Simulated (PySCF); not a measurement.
Atomic charges against the basis set

Species: H3Si(SH), H4SSi.
SMILES with atom numbers: `[SiH3:1][SH:2]` (hydrogens: H3, H4, H5 on Si1; H6 on S2)

PBE0 throughout (PySCF), one geometry, spherical d and f functions. Geometry: PBE0-D3(BJ)/def2-SVP; no solvent, vibrations or thermal averaging. Atoms taken as equivalent share a column and are averaged.

Mulliken charges (e):

| basis | functions | Si1 | S2 | H3/H4/H5 | H6 |
| --- | --- | --- | --- | --- | --- |
| STO-3G | 22 | +0.432 | -0.084 | -0.111 | -0.016 |
| 6-31G | 34 | +0.441 | -0.292 | -0.076 | +0.080 |
| pcSseg-0 | 34 | +0.350 | -0.459 | -0.026 | +0.185 |
| 6-31G* | 44 | +0.324 | -0.317 | -0.046 | +0.131 |
| cc-pVDZ | 56 | +0.208 | -0.235 | -0.029 | +0.114 |
| def2-SVP | 56 | +0.338 | -0.271 | -0.056 | +0.101 |
| aug-cc-pVDZ | 90 | -0.201 | -0.429 | +0.166 | +0.131 |
| 6-311+G(2d,p) | 94 | +0.239 | -0.223 | -0.046 | +0.122 |
| def2-TZVP | 98 | +0.177 | -0.317 | -0.010 | +0.170 |
| cc-pVTZ | 124 | +0.192 | -0.240 | -0.020 | +0.108 |
| IGLO-III | 128 | +0.769 | -0.320 | -0.154 | +0.012 |
| pcSseg-3 | 284 | +0.348 | -0.239 | -0.068 | +0.096 |

IAO charges (e):

| basis | functions | Si1 | S2 | H3/H4/H5 | H6 |
| --- | --- | --- | --- | --- | --- |
| STO-3G | 22 | +0.525 | -0.178 | -0.122 | +0.020 |
| 6-31G | 34 | +0.372 | -0.285 | -0.065 | +0.107 |
| pcSseg-0 | 34 | +0.342 | -0.288 | -0.057 | +0.117 |
| 6-31G* | 44 | +0.513 | -0.292 | -0.105 | +0.095 |
| cc-pVDZ | 56 | +0.512 | -0.302 | -0.105 | +0.106 |
| def2-SVP | 56 | +0.526 | -0.293 | -0.111 | +0.101 |
| aug-cc-pVDZ | 90 | +0.516 | -0.316 | -0.104 | +0.112 |
| 6-311+G(2d,p) | 94 | +0.544 | -0.311 | -0.113 | +0.106 |
| def2-TZVP | 98 | +0.553 | -0.311 | -0.116 | +0.105 |
| cc-pVTZ | 124 | +0.540 | -0.314 | -0.111 | +0.109 |
| IGLO-III | 128 | +0.547 | -0.307 | -0.115 | +0.105 |
| pcSseg-3 | 284 | +0.555 | -0.315 | -0.116 | +0.107 |

Hirshfeld charges (e):

```tsv
basis	functions	Si1	S2	H3/H4/H5	H6
STO-3G	22	+0.333	-0.109	-0.080	+0.017
6-31G	34	+0.273	-0.152	-0.060	+0.060
pcSseg-0	34	+0.290	-0.148	-0.067	+0.057
6-31G*	44	+0.276	-0.148	-0.065	+0.067
cc-pVDZ	56	+0.283	-0.128	-0.071	+0.059
def2-SVP	56	+0.286	-0.122	-0.074	+0.059
aug-cc-pVDZ	90	+0.284	-0.127	-0.070	+0.054
6-311+G(2d,p)	94	+0.285	-0.129	-0.072	+0.058
def2-TZVP	98	+0.280	-0.127	-0.071	+0.059
cc-pVTZ	124	+0.280	-0.126	-0.070	+0.056
IGLO-III	128	+0.274	-0.117	-0.071	+0.055
pcSseg-3	284	+0.281	-0.123	-0.071	+0.054
```

Some averages cover members that differ in this geometry, most widely: H3/H4/H5, Mulliken in aug-cc-pVDZ +0.135 to +0.182 e.

Task: Which scheme is steadiest as the basis changes?

Result: Largest range over the bases for any column: Hirshfeld 0.06 e, IAO 0.21 e, Mulliken 0.97 e. Hirshfeld charges move least and Mulliken charges most, counted in e. Without the minimal STO-3G basis the ranges are Hirshfeld 0.04, IAO 0.21, Mulliken 0.97 e.

Task: How much do the charges still move between the two largest bases, IGLO-III and pcSseg-3?

Result: At most, over all atoms: Mulliken 0.421 e, IAO 0.008 e, Hirshfeld 0.008 e.

Task: What do the same runs give for the total energy, the frontier levels and the dipole moment?

Result: 
```json
{"basis": "STO-3G", "energy (Eh)": "-682.0670", "HOMO (eV)": "-3.60", "LUMO (eV)": "5.89", "μ (D)": "1.09"}
{"basis": "6-31G", "energy (Eh)": "-689.7285", "HOMO (eV)": "-7.44", "LUMO (eV)": "-0.04", "μ (D)": "1.98"}
{"basis": "pcSseg-0", "energy (Eh)": "-688.9971", "HOMO (eV)": "-7.59", "LUMO (eV)": "0.08", "μ (D)": "2.06"}
{"basis": "6-31G*", "energy (Eh)": "-689.7922", "HOMO (eV)": "-7.43", "LUMO (eV)": "0.13", "μ (D)": "1.46"}
{"basis": "cc-pVDZ", "energy (Eh)": "-689.8351", "HOMO (eV)": "-7.39", "LUMO (eV)": "0.35", "μ (D)": "1.18"}
{"basis": "def2-SVP", "energy (Eh)": "-689.6184", "HOMO (eV)": "-7.39", "LUMO (eV)": "0.48", "μ (D)": "1.21"}
{"basis": "aug-cc-pVDZ", "energy (Eh)": "-689.8395", "HOMO (eV)": "-7.50", "LUMO (eV)": "-0.42", "μ (D)": "1.08"}
{"basis": "6-311+G(2d,p)", "energy (Eh)": "-689.8596", "HOMO (eV)": "-7.50", "LUMO (eV)": "-0.34", "μ (D)": "1.11"}
{"basis": "def2-TZVP", "energy (Eh)": "-689.8613", "HOMO (eV)": "-7.51", "LUMO (eV)": "0.07", "μ (D)": "1.05"}
{"basis": "cc-pVTZ", "energy (Eh)": "-689.8686", "HOMO (eV)": "-7.52", "LUMO (eV)": "0.09", "μ (D)": "1.05"}
{"basis": "IGLO-III", "energy (Eh)": "-689.8574", "HOMO (eV)": "-7.41", "LUMO (eV)": "0.23", "μ (D)": "0.93"}
{"basis": "pcSseg-3", "energy (Eh)": "-689.8855", "HOMO (eV)": "-7.55", "LUMO (eV)": "-0.28", "μ (D)": "1.02"}
```

The dipole is fixed by the density alone, so its range of 1.13 D shows that the density itself changes with the basis, not only its division among atoms.
